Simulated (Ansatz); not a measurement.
Ansatz (an electronic-structure program) input for FLi, SMILES [Li][F] (connectivity only; charge and spin as stated), charge +1, multiplicity 2, B3LYP-D3(BJ)/def2-TZVPD. 

Ansatz 0.2 input:
```yaml
crystal:
  periodic: [false, false, false]
  atoms:
    - {symbol: Li, position_ang: [0.00000000, 0.00000000, -1.65318308]}
    - {symbol: F, position_ang: [0.00000000, 0.00000000, 0.55106103]}
basis:
  gaussian:
    orbitals: def2-TZVPD
hamiltonian:
  xc: b3lyp
  dispersion: d3bj
total_charge: 1
magnetization: {spin_polarized: true, initial_magnetization: 1}
relax: {f_tol: 0.002, max_steps: 200}
```

Log of the run:

```
WARN ansatz: RAYON_NUM_THREADS=1 ignored (pool sized by the plan → 1); use --threads N
Functional definition: B3LYP
integrals: 0.01 GiB planned
362 factors; their error is unknown
mean field: 0.12 GiB planned
mean field evaluation 1: about -2906.3953 eV, gradient 5.3e1 eV
mean field evaluation 2: about -2901.1453 eV, gradient 6.6e1 eV
mean field evaluation 4: about -2913.4455 eV, gradient 2.2e-1 eV
mean field evaluation 8: about -2913.4525 eV, gradient 8.5e-4 eV
mean field evaluation 16: about -2913.1641 eV, gradient 6.9e0 eV
mean field -2913.45251186 eV, -107.0674050020 hartree, gradient 2.3e-5 eV, S^2 0.751746; 1 other end points of the search recorded, 0 dependent functions left out
the calculation of the forces begins
reference -2913.45265557 eV, -107.0674102832 hartree; 6, 5 occupied and 51, 52 virtual orbitals, 362 factors
relax step   1: F+E_penalty+E_count = -2913.46513332 eV  Δ(F+E_penalty+E_count) = +0.000e0 eV  max|allowed force component| = 1.735e-1 eV/Å  Δτ_max = 0.0000 Å  (46 SCF iters, accepted)
these checks for a lower state are left out or cut short: starts, cluster_reference, orbital_swaps, neighbouring_geometries, increment
integrals: 0.01 GiB planned
362 factors; their error is unknown
mean field: 0.12 GiB planned
mean field -2913.46070597 eV, -107.0677061297 hartree, gradient 9.8e-6 eV, S^2 0.751737; 0 other end points of the search recorded, 0 dependent functions left out
the calculation of the forces begins
reference -2913.46084791 eV, -107.0677113460 hartree; 6, 5 occupied and 51, 52 virtual orbitals, 362 factors
relax step   2: F+E_penalty+E_count = -2913.47308298 eV  Δ(F+E_penalty+E_count) = -7.950e-3 eV  max|allowed force component| = 1.400e-1 eV/Å  Δτ_max = 0.0252 Å  (38 SCF iters, accepted)
these checks for a lower state are left out or cut short: starts, cluster_reference, orbital_swaps, neighbouring_geometries, increment
integrals: 0.01 GiB planned
362 factors; their error is unknown
mean field: 0.12 GiB planned
mean field evaluation 32: about -2913.4519 eV, gradient 1.5e0 eV
mean field -2913.46413085 eV, -107.0678319919 hartree, gradient 9.8e-6 eV, S^2 0.751692; 0 other end points of the search recorded, 0 dependent functions left out
the calculation of the forces begins
reference -2913.46426569 eV, -107.0678369471 hartree; 6, 5 occupied and 51, 52 virtual orbitals, 362 factors
relax step   3: F+E_penalty+E_count = -2913.47630533 eV  Δ(F+E_penalty+E_count) = -3.222e-3 eV  max|allowed force component| = 1.592e-1 eV/Å  Δτ_max = 0.0931 Å  (37 SCF iters, accepted)
these checks for a lower state are left out or cut short: starts, cluster_reference, orbital_swaps, neighbouring_geometries, increment
integrals: 0.01 GiB planned
362 factors; their error is unknown
mean field: 0.12 GiB planned
mean field -2913.46967445 eV, -107.0680357152 hartree, gradient 9.7e-6 eV, S^2 0.751712; 0 other end points of the search recorded, 0 dependent functions left out
the calculation of the forces begins
reference -2913.46981229 eV, -107.0680407808 hartree; 6, 5 occupied and 51, 52 virtual orbitals, 362 factors
relax step   4: F+E_penalty+E_count = -2913.48186780 eV  Δ(F+E_penalty+E_count) = -5.562e-3 eV  max|allowed force component| = 1.463e-3 eV/Å  Δτ_max = 0.0377 Å  (38 SCF iters, accepted)
integrals: 0.01 GiB planned
362 factors; their error is unknown
mean field: 0.12 GiB planned
mean field evaluation 64: about -2913.4697 eV, gradient 6.4e-5 eV
mean field -2913.46967445 eV, -107.0680357152 hartree, gradient 9.7e-6 eV, S^2 0.751712; 2 other end points of the search recorded, 0 dependent functions left out
the calculation of the forces begins
reference -2913.46981229 eV, -107.0680407808 hartree; 6, 5 occupied and 51, 52 virtual orbitals, 362 factors
Total energy: -2913.48200564 eV, -107.0684888783 hartree
Atom 0 at     0.000000     0.000000    -1.572662 Å, force     0.000000    -0.000000     0.001463 eV/Å
Atom 1 at    -0.000000    -0.000000     0.470540 Å, force    -0.000000     0.000000    -0.001463 eV/Å
Dipole moment:    -0.000000     0.000000    -1.401619 e Å
```

The calculation finished and met its thresholds.

Cost: around 2.1 core-seconds (rough).
